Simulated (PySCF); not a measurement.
A made-up structure of Si2H4S, closed shell:

```tsv
atom	x (Å)	y (Å)	z (Å)
Si1	-0.8406	0.5361	-0.2930
Si2	1.0543	-0.6974	0.3217
S3	-0.1685	2.4199	0.5227
H4	-1.8828	-0.4001	-0.7942
H5	-0.4653	1.4633	-1.3946
H6	-1.3392	1.2942	0.8785
H7	1.5762	-1.5449	-0.7914
```

It is relaxed with PBE-D4/def2-SVP and then PBE0-D4/def2-TZVP (PySCF 2.14 with density fitting (its default auxiliary sets; JK sets also for MP2 and CCSD(T))). Atoms count as bonded within 1.22 times the sum of their covalent radii (H–H: 0.88 Å). The end point is not checked to be a true minimum.

Problem. Does its bonding change? (Judge from chemistry; the calculation decides.)

Solution. The calculation gives: Yes. Formed: Si2–S3, S3–H6; broken: Si1–H6.

Where it ends: The first stage lowers the energy by 4.84 eV in 28 steps. It ends as Si₂H₄S ([SiH]1[SiH2][SH]1):
Si1  (-0.803, 0.152, -0.920)
Si2  (0.695, -0.773, 0.585)
S3  (0.053, 1.542, 0.622)
H4  (-2.273, 0.190, -0.691)
H5  (-0.511, 0.805, -2.223)
H6  (-0.965, 1.439, 1.493)
H7  (1.760, -0.283, -0.394)
(Å)

Labels in which every atom is bracketed show which atoms are joined, not bond orders.

For scale, one of the runs: PBE0-D4/def2-TZVP relaxation, 135 basis functions, launched by `OMP_NUM_THREADS=2 python run.py`. Time: 35 s of wall clock on 2 CPU threads of a Oxide Virtual Turin-like; the host was shared. Peak host memory: 1.3 GiB.
